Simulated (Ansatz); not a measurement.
A nudged elastic band was laid between two geometries of C₂H₅Si (8 atoms, charge 0, multiplicity 2).

Level of theory: UKS PBE0-D4/def2-SVP in Ansatz 0.2.0.

```yaml
movable_images: 7
climbing_image: yes
spring: 5.0 eV/Å²
optimiser: quadratic models (default)
start_path: through a guess of the saddle point
force_threshold: 0.03 eV/Å
iteration_limit: 60
end_points: relaxed
```

First end point:

```xyz
8
Properties=species:S:1:pos:R:3
C -0.932 0.707 -0.694
C 0.181 0.577 0.053
Si 0.655 -0.954 0.969
H -1.623 -0.127 -0.855
H -1.195 1.653 -1.179
H 0.821 1.460 0.180
H 2.132 -1.145 1.080
H -0.038 -2.172 0.447
```

Last end point:

```xyz
8
Properties=species:S:1:pos:R:3
C -0.650 0.525 -0.728
C 0.428 0.358 0.214
Si 0.593 -1.029 1.531
H -1.093 -0.341 -1.226
H -1.119 1.500 -0.875
H 0.920 1.289 0.529
H 1.256 -0.305 -0.227
H -0.337 -1.997 0.783
```

**Question.** What changes between the two ends?

**Answer.** Bonds broken: Si3–H7. Bonds formed: C2–H7.

**Question.** Give the energies along the band, and the barrier.

**Answer.** The run converged. The highest image is number 5 of 0 to 8, 44.6 kcal/mol above the first end and 13.1 kcal/mol above the last; the last end lies 31.4 kcal/mol above the first. A vibrational analysis at the climbing image gives one clearly imaginary mode, 1457i cm⁻¹: a first-order saddle point.

| image | path coordinate (Å) | energy (kcal/mol) | Si3–H7 (Å) | C2–H7 (Å) |
| --- | --- | --- | --- | --- |
| 0 | 0.00 | 0.0 | 1.49 | 2.80 |
| 1 | 0.43 | 0.5 | 1.49 | 2.78 |
| 2 | 0.86 | 2.6 | 1.49 | 2.66 |
| 3 | 1.28 | 8.6 | 1.49 | 2.42 |
| 4 | 1.71 | 23.6 | 1.50 | 2.03 |
| 5 | 2.14 | 44.6 | 1.62 | 1.55 |
| 6 | 2.48 | 34.9 | 1.82 | 1.22 |
| 7 | 2.81 | 31.9 | 1.97 | 1.16 |
| 8 | 3.15 | 31.4 | 2.01 | 1.15 |

**Question.** What is the geometry of the highest image?

**Answer.** 
```xyz
8
Properties=species:S:1:pos:R:3
C -0.753 0.582 -0.637
C 0.227 0.418 0.343
Si 0.754 -1.135 1.248
H -1.408 -0.249 -0.915
H -0.877 1.523 -1.183
H 0.815 1.318 0.579
H 1.492 -0.409 0.007
H -0.251 -2.049 0.558
```

**Question.** What are the harmonic wavenumbers there?

**Answer.** 1457i, 287, 374, 448, 625, 761, 825, 874, 991, 1087, 1240, 1327, 1480, 1730, 2070, 3133, 3146, 3258 cm⁻¹.

The run took 2.3 min on 2 threads of Arm Neoverse V1, with other jobs on the host, peak memory 0.18 GiB.
